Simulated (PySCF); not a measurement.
Compound: C₄H₇F.
SMILES: `CC/C=C\F`

Torsions of this conformer, `[CH3:1][CH2:2]/[CH:3]=[CH:4]\[F:5]`: C1–C2–C3–C4 -121°.

The closed-shell ground state was solved at several levels (PySCF, density fitting, gas phase, non-relativistic). Isolated species at its PBE0-D3(BJ)/def2-SVP geometry (one conformer only).

```tsv
level	basis functions	HOMO (eV)	LUMO (eV)	gap (eV)	dipole (D)
B3LYP/pcJ-1	205	-6.97	0.31	7.28	1.32
CAM-B3LYP/def2-SVPD	159	-8.64	1.29	9.93	1.43
PBE0/pcSseg-1	120	-7.20	0.56	7.76	1.31
```

Task: What might PBE0/pcSseg-2 (278 basis functions) give for the same quantities?

Result: HOMO -7.22 eV, LUMO 0.36 eV, gap 7.58 eV, dipole 1.32 D.

Task: Over all these levels, which gives the widest orbital gap and which the narrowest?

Result: CAM-B3LYP/def2-SVPD (range-separated hybrid) has the widest, 9.93 eV, and B3LYP/pcJ-1 (global hybrid, 20 % exact exchange) the narrowest, 7.28 eV. Functional and basis both differ between the two, so the spread mixes both effects.

Task: How far do the dipole and the HOMO energy spread over the levels?

Result: The dipole runs from 1.31 to 1.43 D (mean 1.35 D) and the HOMO from -8.64 to -6.97 eV.
